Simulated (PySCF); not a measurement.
All of these have the formula [C5H12N]+. Level of theory: PySCF, TDDFT CAM-B3LYP/def2-SVPD, vertical, gas phase, core orbitals frozen in the response. Geometries: GFN2-xTB; one conformer of each isolated species. Triplets are in the Tamm–Dancoff approximation. Ions are computed without counter-ions or solvent.

A. `C1[NH+](C)CCC1`
B. `C=C[C@H](C)[NH2+]C`
C. `C[N+]1(C)CCC1`
D. `C=C[N+](C)(C)C`

Lowest singlet levels (six at most, fewer where fewer were computed) with oscillator strengths:

1. 128 nm (f 0.034); 127 nm (f 0.002); 123 nm (f 0.001); 120 nm (f 0.002); 120 nm (f 0.003); 118 nm (f 0.001); T1 9.40 eV
2. 154 nm (f 0.407); 146 nm (f 0.031); 140 nm (f 0.000); 133 nm (f 0.014); 128 nm (f 0.000); 125 nm (f 0.005); T1 4.69 eV
3. 140 nm (f 0.001); 130 nm (f 0.014); 130 nm (f 0.005); 123 nm (f 0.003); 121 nm (f 0.014); 120 nm (f 0.003); T1 8.66 eV
4. 169 nm (f 0.123); 160 nm (f 0.368); 153 nm (f 0.008); 151 nm (f 0.015); 142 nm (f 0.035); 140 nm (f 0.004); T1 4.51 eV

Problem. Which spectrum belongs to which structure?

Solution. 1 = C, 2 = D, 3 = A, 4 = B.
- A: S1 at 8.85 eV, HOMO→LUMO (92%); Löwdin shares by element: HOMO carbon 43% or more, hydrogen 21% or more (atoms not listed hold the other 36%); LUMO hydrogen 26% or more, carbon 17% or more, nitrogen 11% (atoms not listed hold the other 46%); HOMO -15.36 and LUMO -3.45 eV.
- B: S1 at 7.32 eV, HOMO→LUMO (95%); Löwdin shares by element: HOMO carbon 82% or more (atoms not listed hold the other 18%); LUMO hydrogen 34% or more, nitrogen 13%, carbon 11% or more (atoms not listed hold the other 42%); HOMO -13.59 and LUMO -3.55 eV.
- C: S1 at 9.71 eV, HOMO-1→LUMO (66%), HOMO-1→LUMO+4 (17%), HOMO-1→LUMO+1 (12%); Löwdin shares by element: HOMO carbon 51% or more, hydrogen 13% or more (atoms not listed hold the other 37%); LUMO carbon 44% or more (atoms not listed hold the other 56%); HOMO -15.94 and LUMO -2.97 eV; point group Cs.
- D: S1 at 8.06 eV, HOMO→LUMO (96%); Löwdin shares by element: HOMO carbon 79% or more, nitrogen 4% (atoms not listed hold the other 17%); LUMO carbon 70% or more, hydrogen 12% or more (atoms not listed hold the other 18%); HOMO -14.41 and LUMO -3.59 eV.
